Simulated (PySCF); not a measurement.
All values below come from PBE-D3(BJ)/def2-TZVP // r2SCAN-D4/def2-TZVP run with PySCF. Gas-phase values, no solvent. Excitations are Tamm–Dancoff values on a coarser integration grid. The basis has no diffuse functions, so Rydberg states are missing or too high.

Reference species (SMILES): `O=C` (neutral, multiplicity 1).

| Quantity | Value |
|---|---|
| S1 oscillator strength | 0.000 |
| S1–T1 gap (TDA) | 0.72 eV |

Changed species: `C=N`.

Question: Predict the effect on the S1 oscillator strength and S1–T1 gap (TDA).

Answer: the S1 oscillator strength hardly moves; the S1–T1 gap (TDA) goes up by 0.27 eV, to 0.99 eV.
